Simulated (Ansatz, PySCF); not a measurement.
Molecule: C$_{2}$H$_{2}$N, charge 0, multiplicity 2. It need not be the lowest isomer of its formula. 
Coordinates optimised at B3LYP-D3(BJ)/def2-TZVP (Ansatz, a first-principles code):
```xyz
5

C     -0.0090    -0.1659    -1.1772
C      0.0014     0.0261     0.1854
N      0.0103     0.1888     1.3399
H      0.9204    -0.2159    -1.7250
H     -0.9467    -0.2673    -1.7035
```
Charge 0, spin multiplicity 2.

Quantity: atomisation energy (electronic, to ground-state atoms), in eV. Correlated levels leave the core frozen unless marked. UHF or UKS for open shells. No spin-orbit coupling. No relativistic terms. The coupled-cluster limit lacks core correlation, which all-electron functionals hold. CBS(X,Y): correlation extrapolated as X^-3; Hartree-Fock from the larger set. [CCSD(T)-MP2]/basis is that difference in the basis named.

The UHF reference is spin-contaminated (<S^2> 0.18 over the pure value in the largest basis). 

| level | program | atomisation energy (eV) |
|---|---|---|
| SVWN5/def2-TZVPD | Ansatz | [?] |
| revPBE/def2-TZVPD | Ansatz | 22.47 |
| TPSS-D4/def2-TZVPD | PySCF + dftd4 | 22.60 |
| BHLYP-D3(BJ)/def2-TZVPD | Ansatz + dftd3 | 21.40 |
| CAM-B3LYP-D4/def2-TZVPD | Ansatz + dftd4 | [?] |
| LC-wPBE-D3(BJ)/def2-TZVPD | Ansatz + dftd3 | 22.36 |
| CCSD(T) with core electrons/cc-pwCVTZ | Ansatz | [?] |
| RI-MP2/CBS(aug-cc-pVTZ,aug-cc-pVQZ)+[CCSD(T)-MP2]/aug-cc-pVTZ | Ansatz | [?] |

### Question
Fill in the missing entries.

### Answer

- SVWN5/def2-TZVPD, atomisation energy (eV): 25.82
- CAM-B3LYP-D4/def2-TZVPD, atomisation energy (eV): 22.42
- CCSD(T) with core electrons/cc-pwCVTZ, atomisation energy (eV): 21.60
- RI-MP2/CBS(aug-cc-pVTZ,aug-cc-pVQZ)+[CCSD(T)-MP2]/aug-cc-pVTZ, atomisation energy (eV): 22.08
